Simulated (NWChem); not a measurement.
Program: NWChem. System: nitrogen trifluoride (F$_{3}$N), charge 0, spin multiplicity 1, optimised in this run. Level: B3LYP/def2-SVP.

Job file:

```
start mol
memory heap 200 mb stack 800 mb global 1000 mb
geometry units angstroms
  F     -0.615809     0.114772     1.065215
  N      0.003192    -0.458732     0.000000
  F     -0.615809     0.114772    -1.065215
  F      1.229136     0.127247     0.000000
  symmetry group Cs
end
basis spherical
  * library def2-svp
end
dft
  xc b3lyp
  semidirect memsize 60000000 filesize 0
  iterations 100
end
driver
  maxiter 80
end
task dft optimize
task dft freq
```

Part of the output:

```
             Northwest Computational Chemistry Package (NWChem) 7.3.0
             --------------------------------------------------------

                                NWChem Input Module
                                -------------------

 Scaling coordinates for geometry "geometry" by  1.889725989
 (inverse scale =  0.529177249)

 Turning off AUTOSYM since
 SYMMETRY directive was detected!

          ------
          auto-z
          ------
  Looking for out-of-plane bends

                             Geometry "geometry" -> ""
                             -------------------------

 Output coordinates in angstroms (scale by  1.889725989 to convert to a.u.)

  No.       Tag          Charge          X              Y              Z
 ---- ---------------- ---------- -------------- -------------- --------------
    1 F                    9.0000    -0.61580918     0.11477215     1.06521500
    2 N                    7.0000     0.00319182    -0.45873185     0.00000000
    3 F                    9.0000    -0.61580918     0.11477215    -1.06521500
    4 F                    9.0000     1.22913582     0.12724715     0.00000000

 Effective nuclear repulsion energy (a.u.)     133.9587486724

            Nuclear Dipole moment (a.u.)
            ----------------------------
        X                 Y               Z
 ---------------- ---------------- ----------------
    -0.0000000000    -0.0000000000     0.0000000000

      Symmetry information
      --------------------

 Group name             Cs
 Group number              2
 Group order               2
 No. of unique centers     3

      Symmetry unique atoms

     1    2    4


 Summary of "ao basis" -> "" (spherical)
 ------------------------------------------------------------------------------
       Tag                 Description            Shells   Functions and Types
 ---------------- ------------------------------  ------  ---------------------
 *                          def2-svp                  on all atoms

                           NWChem Geometry Optimization
                           ----------------------------

 maximum gradient threshold         (gmax) =   0.000450
 rms gradient threshold             (grms) =   0.000300
 maximum cartesian step threshold   (xmax) =   0.001800
 rms cartesian step threshold       (xrms) =   0.001200
 fixed trust radius                (trust) =   0.300000
 maximum step size to saddle      (sadstp) =   0.100000
 energy precision                  (eprec) =   5.0D-06
 maximum number of steps          (nptopt) =   80
 initial hessian option           (inhess) =    0
 line search option               (linopt) =    1
 hessian update option            (modupd) =    1
 saddle point option              (modsad) =    0
 initial eigen-mode to follow     (moddir) =    0
 initial variable to follow       (vardir) =    0
 follow first negative mode     (firstneg) =    T
 apply conjugacy                    (opcg) =    F
 source of zmatrix                         =   autoz

          -------------------
          Energy Minimization
          -------------------

 Names of Z-matrix variables
    1              2              3              4              5
    6

 Variables with the same non-blank name are constrained to be equal

 Using diagonal initial Hessian
 Scaling for Hessian diagonals: bonds = 1.00  angles = 0.25  torsions = 0.10

          --------
          Step   0
          --------

                         Geometry "geometry" -> "geometry"
                         ---------------------------------

 Output coordinates in angstroms (scale by  1.889725989 to convert to a.u.)

  No.       Tag          Charge          X              Y              Z
 ---- ---------------- ---------- -------------- -------------- --------------
    1 F                    9.0000    -0.61580918     0.11477215     1.06521500
    2 N                    7.0000     0.00319182    -0.45873185     0.00000000
    3 F                    9.0000    -0.61580918     0.11477215    -1.06521500
    4 F                    9.0000     1.22913582     0.12724715     0.00000000

 Effective nuclear repulsion energy (a.u.)     133.9587486724

            Nuclear Dipole moment (a.u.)
            ----------------------------
        X                 Y               Z
 ---------------- ---------------- ----------------
    -0.0000000000    -0.0000000000     0.0000000000

      Symmetry information
      --------------------

 Group name             Cs
 Group number              2
 Group order               2
 No. of unique centers     3

      Symmetry unique atoms

     1    2    4

                                 NWChem DFT Module
                                 -----------------

 Summary of "ao basis" -> "ao basis" (spherical)
 ------------------------------------------------------------------------------
       Tag                 Description            Shells   Functions and Types
 ---------------- ------------------------------  ------  ---------------------
 F                          def2-svp                 6       14   3s2p1d
 N                          def2-svp                 6       14   3s2p1d

 Summary of "ao basis" -> "ao basis" (spherical)
 ------------------------------------------------------------------------------
       Tag                 Description            Shells   Functions and Types
 ---------------- ------------------------------  ------  ---------------------
 F                          def2-svp                 6       14   3s2p1d
 N                          def2-svp                 6       14   3s2p1d

      Symmetry analysis of basis
[...]
 ---------------------------- Atom information ----------------------------
     atom    #        X              Y              Z            mass
 --------------------------------------------------------------------------
    F        1 -1.1643646D+00  2.2626409D-01  2.0140379D+00  1.8998400D+01
    N        2  6.1097422D-03 -8.9507540D-01  0.0000000D+00  1.4003070D+01
    F        3 -1.1643646D+00  2.2626409D-01 -2.0140379D+00  1.8998400D+01
    F        4  2.3239597D+00  2.4990777D-01  0.0000000D+00  1.8998400D+01
 --------------------------------------------------------------------------

          ----------------------------------------------------
          MASS-WEIGHTED NUCLEAR HESSIAN (Hartree/Bohr/Bohr/Kamu)
          ----------------------------------------------------

               1            2            3            4            5            6            7            8            9           10
   ----- ----- ----- ----- -----
    1    6.51445D+00
    2   -1.93854D+00  4.34626D+00
    3   -4.26650D+00  3.35426D+00  1.13876D+01
    4   -5.42525D+00  3.25905D+00  2.23514D+00  2.32822D+01
    5    2.37682D+00 -8.95854D+00 -4.05997D+00 -5.34087D-02  3.14380D+01
    6    2.24547D+00 -5.58801D+00 -7.93649D+00  7.34010D-06  1.38194D-05  2.32793D+01
    7    1.11453D+00 -8.94367D-01  1.32248D-01 -5.42525D+00  2.37667D+00 -2.24546D+00  6.51439D+00
    8   -8.94391D-01  1.66349D+00 -4.36412D-01  3.25898D+00 -8.95854D+00  5.58791D+00 -1.93850D+00  4.34619D+00
    9   -1.32251D-01  4.36519D-01 -4.32076D+00 -2.23509D+00  4.05969D+00 -7.93648D+00  4.26646D+00 -3.35421D+00  1.13876D+01
   10   -2.97086D+00  3.49622D-02  2.21533D+00 -9.13794D+00 -4.70771D+00 -7.02674D-06 -2.97086D+00  3.49625D-02 -2.21533D+00  1.37866D+01
   11    7.92478D-01  1.68154D+00  5.67683D-01 -6.47212D+00 -9.07332D+00 -1.22300D-06  7.92478D-01  1.68154D+00 -5.67683D-01  3.97168D+00
   12    2.47060D+00  1.00678D+00 -2.53341D-01 -7.97467D-07 -1.69119D-06 -4.11274D+00 -2.47060D+00 -1.00678D+00 -2.53341D-01  3.95279D-07

              11           12
   ----- ----- ----- ----- -----
   11    4.42678D+00
   12    1.77863D-07  4.03768D+00


 ----------------------------------------------------------------------------
 Normal Eigenvalue ||         Derivative Dipole Moments (debye/angs)
  Mode   [cm**-1]  ||      [d/dqX]             [d/dqY]           [d/dqZ]
 ------ ---------- || ------------------ ------------------ -----------------
    1       -2.963 ||       0.001               0.000            -0.007
    2       -2.267 ||       0.012               0.000            -0.000
    3       -1.661 ||      -0.000              -0.000            -0.010
    4        1.472 ||       0.000               0.000            -0.000
    5        1.942 ||       0.002               0.000             0.001
    6        2.732 ||      -0.000              -0.000            -0.000
    7      502.904 ||       0.002               0.000             0.101
    8      502.905 ||       0.101               0.001            -0.002
    9      668.771 ||      -0.002               0.305            -0.000
   10      932.335 ||       0.022               0.000             2.288
   11      932.398 ||       2.288               0.015            -0.022
   12     1064.514 ||       0.006              -1.047            -0.000
 ----------------------------------------------------------------------------

 ----------------------------------------------------------------------------
 Normal Eigenvalue ||                 Infra Red Intensities
  Mode   [cm**-1]  || [atomic units] [(debye/angs)**2] [(KM/mol)] [arbitrary]
 ------ ---------- || -------------- ----------------- ---------- -----------
    1       -2.963 ||    0.000002           0.000         0.002       0.001
    2       -2.267 ||    0.000007           0.000         0.006       0.002
    3       -1.661 ||    0.000005           0.000         0.004       0.001
    4        1.472 ||    0.000000           0.000         0.000       0.000
    5        1.942 ||    0.000000           0.000         0.000       0.000
    6        2.732 ||    0.000000           0.000         0.000       0.000
    7      502.904 ||    0.000439           0.010         0.428       0.104
    8      502.905 ||    0.000438           0.010         0.427       0.104
    9      668.771 ||    0.004042           0.093         3.940       0.958
   10      932.335 ||    0.226925           5.235       221.218      53.786
   11      932.398 ||    0.226911           5.235       221.204      53.782
   12     1064.514 ||    0.047518           1.096        46.323      11.263
 ----------------------------------------------------------------------------

        Vibrational analysis via the FX method
  --- with translations and rotations projected out ---
  --- via the Eckart algorithm                      ---
 Projected Nuclear Hessian trans-rot subspace norm:1.2510D-33
                         (should be close to zero!)

          --------------------------------------------------------
          MASS-WEIGHTED PROJECTED HESSIAN (Hartree/Bohr/Bohr/Kamu)
          --------------------------------------------------------

               1            2            3            4            5            6            7            8            9           10
   ----- ----- ----- ----- -----
    1    6.51416D+00
    2   -1.93870D+00  4.34617D+00
    3   -4.26644D+00  3.35421D+00  1.13877D+01
    4   -5.42533D+00  3.25894D+00  2.23514D+00  2.32824D+01
    5    2.37684D+00 -8.95846D+00 -4.05989D+00 -5.34747D-02  3.14381D+01
    6    2.24563D+00 -5.58787D+00 -7.93645D+00 -3.56711D-05  9.69666D-05  2.32793D+01
    7    1.11447D+00 -8.94274D-01  1.32187D-01 -5.42530D+00  2.37670D+00 -2.24560D+00  6.51413D+00
    8   -8.94310D-01  1.66339D+00 -4.36392D-01  3.25893D+00 -8.95841D+00  5.58780D+00 -1.93865D+00  4.34614D+00
    9   -1.32187D-01  4.36434D-01 -4.32068D+00 -2.23510D+00  4.05976D+00 -7.93644D+00  4.26640D+00 -3.35416D+00  1.13877D+01
   10   -2.97085D+00  3.50935D-02  2.21533D+00 -9.13793D+00 -4.70764D+00 -5.50349D-07 -2.97084D+00  3.50933D-02 -2.21533D+00  1.37868D+01
   11    7.92435D-01  1.68151D+00  5.67702D-01 -6.47196D+00 -9.07352D+00 -1.80925D-05  7.92466D-01  1.68150D+00 -5.67674D-01  3.97144D+00
   12    2.47070D+00  1.00668D+00 -2.53360D-01 -8.83494D-06  5.20417D-05 -4.11300D+00 -2.47069D+00 -1.00671D+00 -2.53342D-01 -2.49789D-06

              11           12
   ----- ----- ----- ----- -----
   11    4.42684D+00
   12   -1.25704D-05  4.03781D+00

 center of mass
 --------------
 x =  -0.00007120 y =   0.01142782 z =   0.00000000

 moments of inertia (a.u.)
 ------------------
         168.469482077700          -0.946881667889           0.000000000000
          -0.946881667889         308.249102798102           0.000000000000
           0.000000000000           0.000000000000         168.462048684305

 Rotational Constants
 --------------------
 A=   0.357352 cm-1  (  0.514138 K)
 B=   0.357349 cm-1  (  0.514135 K)
 C=   0.195293 cm-1  (  0.280977 K)

 Temperature                      =   298.15K
 frequency scaling parameter      =   1.0000

 Zero-Point correction to Energy  =    6.578 kcal/mol  (  0.010483 au)
 Thermal correction to Energy     =    8.790 kcal/mol  (  0.014008 au)
 Thermal correction to Enthalpy   =    9.383 kcal/mol  (  0.014952 au)

 Total Entropy                    =   64.318 cal/mol-K
   - Translational                =   38.680 cal/mol-K (mol. weight =  70.9983)
   - Rotational                   =   23.674 cal/mol-K (symmetry #  =        1)
   - Vibrational                  =    1.964 cal/mol-K

 Cv (constant volume heat capacity) =   10.561 cal/mol-K
   - Translational                  =    2.979 cal/mol-K
   - Rotational                     =    2.979 cal/mol-K
   - Vibrational                    =    4.602 cal/mol-K


 ----------------------------------------------------------------------------
 Normal Eigenvalue ||    Projected Derivative Dipole Moments (debye/angs)
  Mode   [cm**-1]  ||      [d/dqX]             [d/dqY]           [d/dqZ]
 ------ ---------- || ------------------ ------------------ -----------------
    1       -0.000 ||      -0.001              -0.000             0.001
    2       -0.000 ||       0.005               0.000            -0.008
    3       -0.000 ||      -0.005              -0.000            -0.009
    4        0.000 ||       0.000               0.000            -0.000
    5        0.000 ||      -0.000              -0.000            -0.001
    6        0.000 ||      -0.011              -0.000             0.000
    7      502.904 ||       0.001               0.000             0.101
    8      502.906 ||       0.101               0.001            -0.001
    9      668.771 ||      -0.002               0.305            -0.000
   10      932.336 ||       0.027               0.000             2.288
   11      932.398 ||       2.288               0.015            -0.027
   12     1064.514 ||       0.006              -1.047            -0.000
 ----------------------------------------------------------------------------

 ----------------------------------------------------------------------------
 Normal Eigenvalue ||           Projected Infra Red Intensities
  Mode   [cm**-1]  || [atomic units] [(debye/angs)**2] [(KM/mol)] [arbitrary]
 ------ ---------- || -------------- ----------------- ---------- -----------
    1       -0.000 ||    0.000000           0.000         0.000       0.000
    2       -0.000 ||    0.000004           0.000         0.004       0.001
    3       -0.000 ||    0.000004           0.000         0.004       0.001
    4        0.000 ||    0.000000           0.000         0.000       0.000
    5        0.000 ||    0.000000           0.000         0.000       0.000
    6        0.000 ||    0.000005           0.000         0.005       0.001
    7      502.904 ||    0.000439           0.010         0.428       0.104
    8      502.906 ||    0.000438           0.010         0.427       0.104
    9      668.771 ||    0.004042           0.093         3.940       0.958
   10      932.336 ||    0.226925           5.235       221.218      53.786
   11      932.398 ||    0.226911           5.235       221.204      53.782
   12     1064.514 ||    0.047518           1.096        46.323      11.263
 ----------------------------------------------------------------------------

 Task  times  cpu:       31.6s     wall:       31.6s

 Total times  cpu:       39.9s     wall:       39.9s
```
